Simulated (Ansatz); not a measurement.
**CH5P (SMILES C=[PH3]): methods side by side**

CH5P: 7 atoms, total charge 0, spin state singlet. SMILES: `C=[PH3]`. The coordinates come from a GFN2-xTB relaxation.

```xyz
7

C    -0.2817   -1.0503    0.3483
P     0.1491    0.5299   -0.0774
H     0.4219   -1.7700   -0.0654
H    -1.3020   -1.2690    0.0398
H     0.2974    1.2962   -1.2712
H    -0.6714    1.4276    0.5752
H     1.3867    0.8357    0.4507
```

Quantity: the energy change with the C1–H3 bond stretched from 1.088 to 1.632 Å, in eV. The values are calculated.

```
                        level                    kind  program  value (eV)  less FCI/STO-3G  CPU time (all runs)
    SVWN5/STO-3G (restricted)                     LDA   Ansatz        2.53            +0.18                1.3 s
     BLYP/STO-3G (restricted)                     GGA   Ansatz        2.29            -0.06                  2 s
      PBE/STO-3G (restricted)                     GGA   Ansatz        2.40            +0.05                  2 s
    B3LYP/STO-3G (restricted)           global hybrid   Ansatz        2.55            +0.20                2.1 s
    BHLYP/STO-3G (restricted)           global hybrid   Ansatz        2.89            +0.54                  2 s
CAM-B3LYP/STO-3G (restricted)  range-separated hybrid   Ansatz        2.71            +0.36                2.4 s
  wB97M-V/STO-3G (restricted)  range-separated hybrid   Ansatz        2.69            +0.34                 35 s
    CCSDT/STO-3G (restricted)   coupled cluster or CI   Ansatz        2.36            +0.01                0.5 s
                   FCI/STO-3G      exact in the basis   Ansatz        2.35             0.00                 22 s
```

FCI/STO-3G is exact within its basis and frozen core, so for wave-function methods in that basis the difference is their error; functionals converge differently with the basis, so for them it is only a difference. The first shape isn't each level's own minimum. The values span 2.29 to 2.89 eV. All rows use very small basis sets, so none should be taken for the real molecule's value. In so small a basis fixed costs decide the times, and correlated methods can beat functionals. Times are those of the runs behind each value, whatever else they computed, on shared processors of several kinds: orders of magnitude only.
